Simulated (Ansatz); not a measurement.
# FPSi: the cost of one run

The runs use Ansatz 0.2.0, Gaussian basis; def2-QZVPP, core rule «outside noble gas», up to 11 orbitals frozen.

To be run: UHF; ROHF; CCSD(T) on UHF.

2 further runs of the same task are left out: 2 set aside as unsound or not needed. Runs told in other sessions of the task aren't counted.

## 1. The geometry

The geometry is a PBE0/def2-TZVP stationary point (not a proven minimum) of the parent state, kept for this charge and spin.

3 atoms, charge 1, spin multiplicity 2.

Atoms are counted from 1 here; the program's logs count them from 0.

Bond lengths: F1–P2 1.612 Å, P2–Si3 2.219 Å. Angles: F1–P2–Si3 106.4°.

Geometry (Å):

```
atom    x (Å)     y (Å)     z (Å)
  F1  0.00000  -0.67431   1.49035
  P2  0.00000   0.60039   0.50350
 Si3  0.00000  -0.20600  -1.56342
```

## 2. UHF

in.yaml

```yaml
crystal:
  periodic: [false, false, false]
  atoms:
    - {symbol: F, position_ang: [0.000000, -0.674306, 1.490349]}
    - {symbol: P, position_ang: [0.000000, 0.600388, 0.503498]}
    - {symbol: Si, position_ang: [0.000000, -0.205998, -1.563422]}
basis:
  gaussian: {orbitals: "def2-QZVPP.json"}
total_charge: 1
magnetization: {spin_polarized: true, initial_magnetization: 1}
hamiltonian: {xc: hf}
output: {orbitals: {seedname: orbitals}}
```

Launch:

```bash
ansatz run in.yaml --threads 1 --pin off --events-out ev --progress --plain --max-ram 2393MiB
```

Q: Estimate wall time and peak memory on 1 thread of Arm Neoverse V1, shared host.

About 1.9 min, with a peak of 0.56 GiB.
